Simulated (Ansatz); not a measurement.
**Equilibrium of C2H5Al ⇌ C2H3Al + H2 at process temperatures**

Species: C2H5Al `C=[CH][AlH2]`, singlet; C2H3Al (ethynylalumane) `C#[C][AlH2]`, singlet; H2 (hydrogen), singlet. 

The electronic reaction energy at CCSD(T)/CBS estimate is +149.3 kJ/mol. Shapes: PBE0-D4/def2-TZVP. Programs: Ansatz 0.2.0. Enthalpy and entropy come from rigid-rotor, harmonic-oscillator sums on unscaled PBE0-D4/def2-TZVP wavenumbers, ideal gases at 1 bar. Symmetry numbers: C2H5Al 1, C2H3Al 2, H2 2. R = 8.3145 J/(mol K).

| T (K) | ΔH (kJ/mol) | ΔS (J/(mol K)) |
| --- | --- | --- |
| 300 | +122.8 | +116.1 |
| 500 | +126.7 | +126.2 |
| 700 | ? | ? |

**Question.** Work out ln K at 300 and 500 K, and from these estimate it at 700 K.

**Answer.** 
1. 300 K: ΔG = +122.8 − 300 × (+116.1)/1000 = +88.0 kJ/mol; ln K = −ΔG/RT = -35.28.
2. 500 K: ΔG = +126.7 − 500 × (+126.2)/1000 = +63.6 kJ/mol; ln K = −ΔG/RT = -15.30.
3. Slope against 1000/T: (-15.30 − (-35.28))/(2.0000 − 3.3333) = -14.98, that is −ΔH/R with ΔH near +125 kJ/mol.
4. 700 K: ln K = -35.28 + (-14.98) × (1.4286 − 3.3333) = -6.75.

The full sums give ΔH = +128.7 kJ/mol, ΔS = +129.6 J/(mol K), ΔG = +38.0 kJ/mol and ln K = -6.53 at 700 K, so the line is off by -0.22 in ln K; without rounding the miss is -0.21, from the change of ΔH with temperature. The reactants are favoured over this whole range. The number of molecules rises, which sets the sign of ΔS, and lower pressure favours the products. An error of 10 kJ/mol in the energy moves ln K by 1.7 at 700 K. Soft modes are treated as harmonic, which can err either way at these temperatures; the lowest are those of C2H5Al (157 cm⁻¹), C2H3Al (188 cm⁻¹). The CBS estimate extrapolates MP2 from def2-TZVPP and def2-QZVPP and adds CCSD(T) − MP2 in the triple-zeta set, cores frozen; for H2 it overshoots the exact energy by about 1 mEh.
